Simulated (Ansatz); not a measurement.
Name a neutral molecule of C, F, N and H with HOMO–LUMO gap (PBE0/def2-TZVPP) between 6.65 and 6.95 eV and HOMO energy (ωB97M-V/def2-TZVPP) between -8.70 and -8.40 eV (Ansatz, PBE0-D4/def2-TZVP geometry).

`C=C(N)CF` (6.74 eV, -8.52 eV); `NC=C=CF` (6.65 eV, -8.68 eV). Other molecules can fit too; these were computed, each in one conformer that needn't be the lowest.
